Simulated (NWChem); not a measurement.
System: benzene (C6H6); SMILES c1ccccc1

Computed with NWChem. Pople sets run with spherical d functions. Each level has its own optimisation. Entropies are gas-phase, rigid-rotor, harmonic values for NWChem's default masses at 298.15 K and 1 bar, so the errors hold that model's part too (torsions, anharmonicity).

Measured entropy at 1 bar: 64.3 cal/(mol K) (CRC Handbook, as tabulated in the package chemicals).

```
level                                 entropy at 1 bar (cal/(mol K))  computed − measured
------------------------------------  ------------------------------  -------------------
Hartree-Fock/STO-3G                                              [?]                  [?]
Hartree-Fock/3-21G                                              62.9                 -1.4
Hartree-Fock/6-31G*                                              [?]                  [?]
B3LYP/6-31G*                                                    64.1                 -0.2
LDA (Slater exchange, VWN5)/def2-SVP                            64.4                 +0.1
PBE/def2-SVP                                                    64.5                 +0.2
BLYP/def2-SVP                                                   64.4                 +0.1
PBE0/def2-SVP                                                   64.0                 -0.3
```

Task: Fill in the missing entries.

Result: 
- Hartree-Fock/6-31G*, entropy at 1 bar (cal/(mol K)): 63.2
- Hartree-Fock/6-31G*, computed − measured: -1.1
- Hartree-Fock/STO-3G, entropy at 1 bar (cal/(mol K)): 62.7
- Hartree-Fock/STO-3G, computed − measured: -1.6
